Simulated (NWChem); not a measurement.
Program: NWChem. System: trifluoromethane (CHF$_{3}$), charge 0, spin multiplicity 1, at a geometry optimised with PBE0/def2-SVP. Level: CCSD(T)/def2-SVP, 4 core orbitals frozen.

Job file:

```
start mol
memory heap 100 mb stack 700 mb global 1900 mb
geometry units angstroms nocenter noautoz
  F      0.077835    -0.630672     1.078383
  C     -0.331824     0.026153     0.000000
  F      0.077835    -0.630672    -1.078383
  F      0.224611     1.231370     0.000000
  H     -1.431582     0.112843     0.000000
  symmetry group Cs
end
basis spherical
  * library def2-svp
end
scf
  rhf
  nopen 0
  maxiter 100
  thresh 1e-7
  semidirect memsize 60000000 filesize 0
end
ccsd
  freeze core 4
  maxiter 60
end
task ccsd(t) energy
```

NWChem printed:

```
             Northwest Computational Chemistry Package (NWChem) 7.3.0
             --------------------------------------------------------

                                NWChem Input Module
                                -------------------

 Scaling coordinates for geometry "geometry" by  1.889725989
 (inverse scale =  0.529177249)

 Turning off AUTOSYM since
 SYMMETRY directive was detected!

                             Geometry "geometry" -> ""
                             -------------------------

 Output coordinates in angstroms (scale by  1.889725989 to convert to a.u.)

  No.       Tag          Charge          X              Y              Z
 ---- ---------------- ---------- -------------- -------------- --------------
    1 F                    9.0000     0.07783500    -0.63067200     1.07838300
    2 C                    6.0000    -0.33182400     0.02615300     0.00000000
    3 F                    9.0000     0.07783500    -0.63067200    -1.07838300
    4 F                    9.0000     0.22461100     1.23137000     0.00000000
    5 H                    1.0000    -1.43158200     0.11284300     0.00000000

 Effective nuclear repulsion energy (a.u.)     134.2283782719

            Nuclear Dipole moment (a.u.)
            ----------------------------
        X                 Y               Z
 ---------------- ---------------- ----------------
     0.0000056692    -0.0000094486     0.0000000000

      Symmetry information
      --------------------

 Group name             Cs
 Group number              2
 Group order               2
 No. of unique centers     4

      Symmetry unique atoms

     1    2    4    5


 Summary of "ao basis" -> "" (spherical)
 ------------------------------------------------------------------------------
       Tag                 Description            Shells   Functions and Types
 ---------------- ------------------------------  ------  ---------------------
 *                          def2-svp                  on all atoms

 Summary of "ao basis" -> "ao basis" (spherical)
 ------------------------------------------------------------------------------
       Tag                 Description            Shells   Functions and Types
 ---------------- ------------------------------  ------  ---------------------
 F                          def2-svp                 6       14   3s2p1d
 C                          def2-svp                 6       14   3s2p1d
 H                          def2-svp                 3        5   2s1p

                                 NWChem SCF Module
                                 -----------------

  ao basis        = "ao basis"
  functions       =    61
  atoms           =     5
  closed shells   =    17
  open shells     =     0
  charge          =   0.00
  wavefunction    = RHF
  use symmetry    = T
  symmetry adapt  = T

 Summary of "ao basis" -> "ao basis" (spherical)
 ------------------------------------------------------------------------------
       Tag                 Description            Shells   Functions and Types
 ---------------- ------------------------------  ------  ---------------------
 F                          def2-svp                 6       14   3s2p1d
 C                          def2-svp                 6       14   3s2p1d
 H                          def2-svp                 3        5   2s1p

      Symmetry analysis of basis
      --------------------------

        a'         38
        a"         23

 Forming initial guess at       0.0s

      Superposition of Atomic Density Guess
      -------------------------------------

 Sum of atomic energies:        -336.00162364

      Non-variational initial energy
      ------------------------------

 Total energy =    -337.118020
 1-e energy   =    -735.326269
 2-e energy   =     263.979870
 HOMO         =      -0.458249
 LUMO         =       0.197938

      Symmetry analysis of molecular orbitals - initial
      -------------------------------------------------

  Numbering of irreducible representations:

     1 a'          2 a"

  Orbital symmetries:

     1 a'          2 a"          3 a'          4 a'          5 a'
     6 a"          7 a'          8 a'          9 a'         10 a'
    11 a"         12 a"         13 a'         14 a"         15 a'
    16 a"         17 a'         18 a'         19 a'         20 a"
    21 a'         22 a'         23 a'         24 a"         25 a'
    26 a'         27 a"

 Starting SCF solution at       0.2s

 ----------------------------------------------
         Quadratically convergent ROHF

 Convergence threshold     :          1.000E-07
 Maximum no. of iterations :          100
 Final Fock-matrix accuracy:          1.000E-09
 ----------------------------------------------

              iter       energy          gnorm     gmax       time
             ----- ------------------- --------- --------- --------
                 1     -336.3923248327  1.47D+00  4.21D-01      0.2
                 2     -336.4972678365  2.89D-01  9.69D-02      0.2
                 3     -336.5040053495  2.03D-02  4.77D-03      0.2
                 4     -336.5040453172  8.88D-05  3.32D-05      0.3
                 5     -336.5040453181  1.93D-09  4.17D-10      0.3

       Final RHF  results
       ------------------

         Total SCF energy =   -336.504045318088
      One-electron energy =   -735.450576624942
      Two-electron energy =    264.718153034905
 Nuclear repulsion energy =    134.228378271949

        Time for solution =      0.2s

       Symmetry analysis of molecular orbitals - final
       -----------------------------------------------
[...]
     2   1 1 0     -0.247742      0.000000      4.970956
     2   1 0 1     -0.000000      0.000000      0.000000
     2   0 2 0    -16.627408      0.000000     74.359327
     2   0 1 1     -0.000000      0.000000      0.000000
     2   0 0 2    -16.646903      0.000000     74.750868

                   Four-Index Transformation
                   -------------------------
          Number of basis functions:             61
          Number of shells:                      27
          Number of occupied orbitals:           17
          Number of occ. correlated orbitals:    13
          Block length:                          16
          Superscript MO index range:      5 -   17
          Subscript MO index range:        5 -   61
          MO coefficients read from:  ./mol.movecs
          Number of operator matrices in core:  182
          Half-transformed integrals produced

     Pass:    1     Index range:    5  -   17     Time:      0.76
 ------------------------------------------
 MP2 Energy (coupled cluster initial guess)
 ------------------------------------------
 Reference energy:           -336.504045318087606
 MP2 Corr. energy:             -0.682618142351251
 Total MP2 energy:           -337.186663460438865

 ****************************************************************************
              the segmented parallel ccsd program:    1 nodes
 ****************************************************************************

 level of theory    ccsd(t)
 number of core         4
 number of occupied    13
 number of virtual     44
 number of deleted      0
 total functions       61
 number of shells      27
 basis label          566

   ***** ccsd parameters *****
   iprt   =     0
   convi  =  0.100E-05
   maxit  =    60
   mxvec  =     5
 memory            104851420
  Using  1 OpenMP thread(s) in CCSD
  IO offset    20.000000000000000
  IO error message >End of File
  file_read_ga: failing reading from ./mol.t2
  Failed reading restart vector from ./mol.t2
  Using MP2 initial guess vector

-------------------------------------------------------------------------
 iter     correlation     delta       rms       T2     Non-T2      Main
             energy      energy      error      ampl     ampl      Block
                                                time     time      time
-------------------------------------------------------------------------
   1     -0.6809482981 -6.809D-01  5.297D-02     1.83     0.00     1.73
   2     -0.6950901524 -1.414D-02  5.796D-02     1.12     0.00     1.04
   3     -0.6952422937 -1.521D-04  7.199D-03     1.14     0.00     1.05
   4     -0.6968141099 -1.572D-03  7.841D-04     1.23     0.00     1.14
   5     -0.6969767176 -1.626D-04  1.106D-03     1.13     0.00     1.05
   6     -0.6969748822  1.835D-06  8.728D-05     1.14     0.00     1.05
   7     -0.6969760940 -1.212D-06  5.142D-05     1.12     0.00     1.04
   8     -0.6969753133  7.807D-07  2.041D-05     1.12     0.00     1.04
   9     -0.6969750571  2.563D-07  2.474D-06     1.12     0.00     1.04
  10     -0.6969751789 -1.218D-07  4.186D-07     1.12     0.00     1.04
                  *************converged*************
-------------------------------------------------------------------------

 -----------
 CCSD Energy
 -----------
 Reference energy:            -336.504045318087606
 CCSD corr. energy:             -0.696975178913489
 Total CCSD energy:           -337.201020497001082

 --------------------------------
 Spin Component Scaled (SCS) CCSD
 --------------------------------
 Same spin contribution:                 -0.166495338796403
 Same spin scaling factor:                1.130000000000000
 Opposite spin contribution:             -0.530479840117086
 Opposite spin scaling fact.:             1.270000000000000
 SCS-CCSD correlation energy:            -0.861849129788634
 Total SCS-CCSD energy:                -337.365894447876258
 memory            104851420

*********triples calculation*********

nkpass=    1; nvpass=    1; memdrv=         157476; memtrn=         829036; memavail=      104850836
 memory available/node                      104850836
 total number of virtual orbitals        44
 number of virtuals per integral pass    44
 number of integral evaluations           1
 number of occupied per triples pass     13
 number of triples passes                 1

 commencing integral evaluation        1 at          12.89
  symmetry use  T
task         2 out of       378 done   0%  at       0.0 secs
task        19 out of       378 done   5%  at       0.1 secs
task        38 out of       378 done  10%  at       0.1 secs
task        64 out of       378 done  16%  at       0.1 secs
task        76 out of       378 done  20%  at       0.2 secs
task       100 out of       378 done  26%  at       0.2 secs
task       114 out of       378 done  30%  at       0.3 secs
task       133 out of       378 done  35%  at       0.3 secs
task       152 out of       378 done  40%  at       0.3 secs
task       171 out of       378 done  45%  at       0.4 secs
task       192 out of       378 done  50%  at       0.4 secs
task       208 out of       378 done  55%  at       0.4 secs
task       227 out of       378 done  60%  at       0.5 secs
task       247 out of       378 done  65%  at       0.5 secs
task       266 out of       378 done  70%  at       0.5 secs
task       284 out of       378 done  75%  at       0.5 secs
task       303 out of       378 done  80%  at       0.5 secs
task       322 out of       378 done  85%  at       0.6 secs
task       341 out of       378 done  90%  at       0.6 secs
task       360 out of       378 done  95%  at       0.6 secs
task       378 out of       378 done 100%  at       0.6 secs
 commencing triples evaluation - blocking       1
 ccsd(t): done        1 out of       44 progress:    2.3%
 ccsd(t): done        2 out of       44 progress:    4.5%
 ccsd(t): done        3 out of       44 progress:    6.8%
 ccsd(t): done        4 out of       44 progress:    9.1%
 ccsd(t): done        5 out of       44 progress:   11.4%
 ccsd(t): done        6 out of       44 progress:   13.6%
 ccsd(t): done        7 out of       44 progress:   15.9%
 ccsd(t): done        8 out of       44 progress:   18.2%
 ccsd(t): done        9 out of       44 progress:   20.5%
 ccsd(t): done       10 out of       44 progress:   22.7%
 ccsd(t): done       11 out of       44 progress:   25.0%
 ccsd(t): done       12 out of       44 progress:   27.3%
 ccsd(t): done       13 out of       44 progress:   29.5%
 ccsd(t): done       14 out of       44 progress:   31.8%
 ccsd(t): done       15 out of       44 progress:   34.1%
 ccsd(t): done       16 out of       44 progress:   36.4%
 ccsd(t): done       17 out of       44 progress:   38.6%
 ccsd(t): done       18 out of       44 progress:   40.9%
 ccsd(t): done       19 out of       44 progress:   43.2%
 ccsd(t): done       20 out of       44 progress:   45.5%
 ccsd(t): done       21 out of       44 progress:   47.7%
 ccsd(t): done       22 out of       44 progress:   50.0%
 ccsd(t): done       23 out of       44 progress:   52.3%
 ccsd(t): done       24 out of       44 progress:   54.5%
 ccsd(t): done       25 out of       44 progress:   56.8%
 ccsd(t): done       26 out of       44 progress:   59.1%
 ccsd(t): done       27 out of       44 progress:   61.4%
 ccsd(t): done       28 out of       44 progress:   63.6%
 ccsd(t): done       29 out of       44 progress:   65.9%
 ccsd(t): done       30 out of       44 progress:   68.2%
 ccsd(t): done       31 out of       44 progress:   70.5%
 ccsd(t): done       32 out of       44 progress:   72.7%
 ccsd(t): done       33 out of       44 progress:   75.0%
 ccsd(t): done       34 out of       44 progress:   77.3%
 ccsd(t): done       35 out of       44 progress:   79.5%
 ccsd(t): done       36 out of       44 progress:   81.8%
 ccsd(t): done       37 out of       44 progress:   84.1%
 ccsd(t): done       38 out of       44 progress:   86.4%
 ccsd(t): done       39 out of       44 progress:   88.6%
 ccsd(t): done       40 out of       44 progress:   90.9%
 ccsd(t): done       41 out of       44 progress:   93.2%
 ccsd(t): done       42 out of       44 progress:   95.5%
 ccsd(t): done       43 out of       44 progress:   97.7%
 ccsd(t): done       44 out of       44 progress:  100.0%
 Time for integral evaluation pass     1        0.65
 Time for triples evaluation pass      1        2.63

 pseudo-e(mp4)  -0.13972934351933E-01
 pseudo-e(mp5)   0.15274236592163E-02
        e(t)    -0.12445510692717E-01

 --------------
 CCSD(T) Energy
 --------------
 Reference energy:                    -336.504045318087606

 CCSD corr. energy:                     -0.696975178913489
 T(CCSD) corr. energy:                  -0.013972934351933
 Total CCSD+T(CCSD) energy:           -337.214993431353037

 CCSD corr. energy:                     -0.696975178913489
 (T) corr. energy:                      -0.012445510692717
 Total CCSD(T) energy:                -337.213466007693796

 routine      calls  cpu(0)   cpu-min  cpu-ave  cpu-max   i/o
 aoccsd          1     0.01     0.01     0.01     0.01    0.00
 iterdrv         1     0.01     0.01     0.01     0.01    0.00
 pampt          10     0.05     0.05     0.05     0.05    0.00
 t2pm           10     0.08     0.08     0.08     0.08    0.00
 sxy            10     0.13     0.13     0.13     0.13    0.00
 ints      1419000     8.13     8.13     8.13     8.13    0.00
 t2eri        3780     2.30     2.30     2.30     2.30    0.00
 idx2         3780     0.44     0.44     0.44     0.44    0.00
 idx34          10     0.06     0.06     0.06     0.06    0.00
 ht2pm          10     0.11     0.11     0.11     0.11    0.00
 itm            10     0.63     0.63     0.63     0.63    0.00
 pdiis          10     0.02     0.02     0.02     0.02    0.00
 triples         1     0.00     0.00     0.00     0.00    0.00
 rdtrpo          1     0.01     0.01     0.01     0.01    0.00
 trpmos          1     0.65     0.65     0.65     0.65    0.00
 trpdrv          1     0.39     0.39     0.39     0.39    0.00
 dovvv      104104     1.02     1.02     1.02     1.02    0.00
 doooo      104104     0.38     0.38     0.38     0.38    0.00
 tengy       96668     0.80     0.80     0.80     0.80    0.00
 Total                15.22    15.22    15.22    15.22    0.00

 Task  times  cpu:       16.5s     wall:       16.5s

 Total times  cpu:       16.5s     wall:       16.5s
```
